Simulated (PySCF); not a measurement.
# Structure from NMR data

Molecular formula: C$_{3}$H$_{6}$F$_{2}$. Simulated spectra:

¹H NMR (300 MHz, computed): δ 1.43 (t, J = 17.3 Hz, 6H).

¹³C{¹H} NMR (computed): δ 127.3 (C, t, J = 292.1 Hz), 25.4 (CH3, t, J = 29.2 Hz, 2C).

Calculated, not measured (PySCF): σ from GIAO-KT3/pcSseg-2, coordinates at the PBE0-D3(BJ)/def2-SVP level, spin–spin couplings from B3LYP/pcJ-1 (spin–dipole term only in couplings to heteroatoms). Averaged over atoms made equivalent by symmetry, fast rotation or ring inversion, isolated molecule, a single conformation, relativity neglected.

Shifts are taken against calculated references (same method and geometry level): ¹H, ¹³C vs TMS.

Question: Deduce the structure.

Answer: 
1. Rings plus π bonds: 0.
2. 2 carbon signals for 3 carbons: some carbons are equivalent by symmetry or fast rotation.
3. Carbon types of the structure: 1 × C, 2 × CH3, which accounts for all hydrogens.
4. δC 127.3: fully substituted sp3 carbon bonded to 2 F; 2 electronegative neighbours deshield it.
5. δC 25.4: methyl carbon; a saturated carbon with 1 carbon neighbour and no heteroatom attached.
6. δH 1.43: hydrogen on a methyl carbon.

These data were computed for 2,2-difluoropropane (CC(C)(F)F).

The data come from this structure; uniqueness wasn't tested.

Common functionals overestimate the size of one-bond C–F couplings by tens of Hz; these are unscaled. Multiplet labels drop couplings under 1 Hz and merge nearly equal ones. Shifts are as computed, not scaled to solution data. Of 1211 compounds with measured shifts, 218 miss one by over three times the rms of a fit or turn the order of signals round; such compounds aren't used in these exercises.
